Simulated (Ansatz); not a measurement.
Relaxation of BClH3N (6 atoms, charge 0, multiplicity 1), to a largest force component of 0.02 eV/Å in at most 40 steps.

Theory: Ansatz, RKS LDA/def2-SVP.

```xyz
6
Properties=species:S:1:pos:R:3
B 0.000 0.000 0.000
N 0.000 0.000 1.550
H -0.877 -0.271 2.080
H 0.877 0.271 2.080
Cl 1.611 0.000 -0.930
H -1.030 0.000 -0.595
```

Question: Where does it end, and by what steps?

Answer: The run converged. After 6 steps the energy has fallen by 0.733 eV; H3 moved furthest, 0.21 Å.

```csv
step,energy less start (eV),largest force component (eV/Å),accepted
0,0.0000,3.986,yes
1,-0.6199,1.589,yes
2,-0.6908,1.705,yes
3,-0.7288,0.318,yes
4,-0.7322,0.114,yes
5,-0.7329,0.021,yes
6,-0.7330,0.011,yes
```

```xyz
6
Properties=species:S:1:pos:R:3
B 0.016 -0.015 0.073
N 0.017 0.002 1.457
H -0.842 -0.076 2.004
H 0.876 0.092 2.007
Cl 1.536 0.122 -0.804
H -1.023 -0.124 -0.551
```

Whether the end is a true minimum wasn't checked by a vibrational analysis.

The run took 6.2 s on 1 thread of Arm Neoverse V2 (shared host), peak memory 0.12 GiB.
